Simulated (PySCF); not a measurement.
**Choosing a basis for TDDFT**

Species: pyrazine, C4H4N2.
InChI=1S/C4H4N2/c1-2-6-4-3-5-1/h1-4H

TDDFT with PBE0 (PySCF), vertical singlets, core orbitals frozen in the response, spherical d and f functions. Isolated species at its PBE0-D3(BJ)/def2-SVP geometry, gas phase.

**Question.** How do the low singlets change with the basis? Take 6-31G*, def2-SVP, 6-31+G*, def2-SVPD, aug-cc-pVDZ, def2-TZVP and def2-TZVPD.

**Answer.** 

```
      basis  functions  diffuse  S1 (eV)  S2 (eV)  S3 (eV)  S4 (eV)  S5 (eV)  LUMO (eV)  α (au)
     6-31G*         92       no     4.06     4.71     5.65     5.81     6.60      -1.21    46.8
   def2-SVP        104       no     3.99     4.58     5.66     5.69     6.42      -1.41    48.8
    6-31+G*        116      yes     4.02     4.69     5.54     5.77     6.57      -1.57    55.2
  def2-SVPD        152      yes     3.96     4.64     5.54     5.66     6.47      -1.62    56.9
aug-cc-pVDZ        174      yes     3.97     4.65     5.50     5.73     6.32      -1.59    58.8
  def2-TZVP        210       no     3.98     4.66     5.52     5.72     6.54      -1.54    55.4
 def2-TZVPD        258      yes     3.96     4.66     5.50     5.70     6.53      -1.60    58.6
```

States are compared by their number. Against the largest diffuse basis here (def2-TZVPD, itself not a converged limit), sets without diffuse functions differ by up to 0.10 eV in S1 and 0.12 eV in S5; the smaller diffuse sets differ by up to 0.06 and 0.22 eV. State by state, the largest deviation of a set without diffuse functions is S1 0.10, S2 0.08, S3 0.16, S4 0.11, S5 0.12 eV. The same number needn't mean the same state in each row. Against def2-TZVPD the polarisability deviates by -20% in 6-31G*, -17% in def2-SVP, -6% in 6-31+G*, -3% in def2-SVPD, 0% in aug-cc-pVDZ, -5% in def2-TZVP. A single + in a Pople set puts diffuse functions on heavy atoms only.
